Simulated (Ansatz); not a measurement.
This geometry of BFH2 + H2 (6 atoms, charge 0, multiplicity 1) is a first-order saddle point.

Level of theory: Ansatz 0.2.0, RKS B3LYP-D4/def2-SVP.

```xyz
6
Properties=species:S:1:pos:R:3
B 0.011 -0.224 0.020
F 0.013 0.050 1.634
H 1.057 0.122 -0.456
H -1.058 0.064 -0.443
H 0.048 -1.518 0.278
H 0.040 -1.020 1.231
```

Problem. Which two structures does it join? (They come from a converged band through this point; their orientation in space is the band's.)

Solution. Bonds broken: B1–F2, H5–H6. Bonds formed: B1–H5, F2–H6. BFH2 + H2 becomes BH3 + FH.

Image 0:

```xyz
6
Properties=species:S:1:pos:R:3
B -0.010 0.459 0.024
F -0.021 0.950 1.249
H 1.062 0.290 -0.506
H -1.071 0.222 -0.499
H 0.078 -2.372 0.647
H 0.074 -2.075 1.347
```

Image 8:

```xyz
6
Properties=species:S:1:pos:R:3
B 0.014 -0.353 -0.249
F 0.012 -0.051 1.697
H 1.038 0.223 -0.516
H -1.045 0.160 -0.508
H 0.051 -1.558 -0.111
H 0.041 -0.948 1.951
```

Problem. How far does it lie above each of them?

Solution. 39.4 kcal/mol above the first and 9.1 kcal/mol above the second. This is the barrier of this one path; another mechanism may lie lower. The orbitals stay closed-shell, which can raise the energy where a bond breaks towards radicals; this wasn't checked here.

Time of the run: 98 s on 1 thread of Arm Neoverse V1 (shared host), peak memory 0.092 GiB.
